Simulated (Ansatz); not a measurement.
BClH4Si (`[SiH3]BCl`) at its PBE0-D4/def2-TZVP geometry, where that method's forces vanish. Charge 0, multiplicity 1.

```xyz
7

Si   -0.7451   -0.2841    0.3399
B     0.9615    0.4886   -0.4055
Cl    2.0758   -0.4818   -1.3224
H    -0.7375   -0.1264    1.8220
H    -0.9283   -1.7200    0.0042
H    -1.9010    0.4933   -0.1900
H     1.2744    1.6306   -0.2482
```

Q: What forces (eV/Å) does PBE-D4/def2-TZVPP give on these atoms in Ansatz 0.2.0? (Best estimate.)

A: Computed: 
```
Si1  0.139  0.026 -0.074
B2  -0.130 -0.012  0.071
Cl3  0.129 -0.109 -0.106
H4  -0.014  0.021  0.157
H5  -0.032 -0.149 -0.027
H6  -0.130  0.082 -0.042
H7   0.037  0.141  0.020
```
